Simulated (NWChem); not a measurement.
# formamide (CH$_{3}$NO); SMILES NC=O

```xyz
6

N     -0.1774     1.0773     0.0000
C      0.3851    -0.1549     0.0000
O     -0.2212    -1.1978     0.0000
H     -1.1870     1.1589     0.0000
H      0.3853     1.9157     0.0000
H      1.5029    -0.1038     0.0000
```
Atoms are numbered in this order, from 1.

Computed with NWChem. All runs use the structure optimised with PBE0/def2-SVP.

Problem. Order these runs by computing time, cheapest first, and give rough ratios: B3LYP/cc-pVQZ; B3LYP/cc-pVDZ; B3LYP/cc-pVTZ.

Solution. B3LYP/cc-pVDZ (1), B3LYP/cc-pVTZ (5), B3LYP/cc-pVQZ (30). Ratios are rough, from one shared machine; the cheapest took around 3 core-seconds (rough). What differs between the cheapest and the dearest: highest occupied level (eV) -6.90 → -7.39; orbital gap (eV) 7.76 → 7.64; dipole (D) 3.74 → 3.93.
